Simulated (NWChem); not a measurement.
System: CHO, doublet; SMILES [CH]=O

NWChem input:

```
start job
memory heap 200 mb stack 700 mb global 900 mb
geometry units angstroms
  C      0.151967     0.570635     0.000000
  O     -0.013773    -0.603453     0.000000
  H     -0.701625     1.340345     0.000000
end
basis spherical
  * library def2-svp
end
dft
  odft
  mult 2
  xc xcamb88 1.00 lyp 0.81 vwn_5 0.19 hfexch 1.00
  cam 0.33 cam_alpha 0.19 cam_beta 0.46
  iterations 150
end
driver
  maxiter 120
end
task dft optimize
task dft freq
```

In the optimisation the excess spin sits in a' (Cs, its own frame). No stability test was run on the SCF state.

The level has its own optimisation; frequencies are unscaled.

Q: Give the results of this calculation. (CAM-B3LYP/def2-SVP, spin-unrestricted.) Quantities: r C–O (Å); r C–H (Å); highest harmonic frequency (cm⁻¹); lowest (cm⁻¹); zero-point energy (kcal/mol).

A: The r C–O (Å) is 1.171. The r C–H (Å) comes out as 1.135 and the highest harmonic frequency (cm⁻¹) is 2691. The lowest (cm⁻¹) comes out as 1133 and the zero-point energy (kcal/mol) is 8.3.
